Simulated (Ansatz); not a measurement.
A made-up structure of CH₂BSi, doublet:

| atom | x (Å) | y (Å) | z (Å) |
| --- | --- | --- | --- |
| B1 | -1.7619 | 1.3764 | 1.0688 |
| C2 | -0.5499 | 0.4292 | 0.3336 |
| Si3 | 0.4817 | -0.3764 | -0.2923 |
| H4 | 0.1450 | -1.5754 | -0.9744 |
| H5 | 1.8431 | 0.0228 | -0.2316 |

It is relaxed with PBE-D4/def2-SVP and then PBE0-D4/def2-TZVP (Ansatz 0.2.0). Atoms count as bonded within 1.22 times the sum of their covalent radii (H–H: 0.88 Å). The end point is not checked to be a true minimum.

**Question.** Does its bonding change? (A judgement: the text doesn't fix the answer.)

**Answer.** By the calculation: No: no bond forms or breaks.

Where it ends: The first stage lowers the energy by 3.48 eV in 7 steps. It ends as CH₂BSi ([B][C][SiH2]):
B1  (-1.693, 1.320, 1.026)
C2  (-0.729, 0.568, 0.442)
Si3  (0.463, -0.361, -0.281)
H4  (0.211, -1.624, -1.013)
H5  (1.907, -0.026, -0.270)
(Å)

Labels in which every atom is bracketed show which atoms are joined, not bond orders.

For scale, one of the runs: PBE0-D4/def2-TZVP relaxation, 111 basis functions, launched by `ansatz run in.yaml --threads 2 --pin off --events-out ev --progress --plain --max-ram 4352MiB`. The run took about 13 s on 2 CPU threads of an Arm Neoverse V1 (shared host).
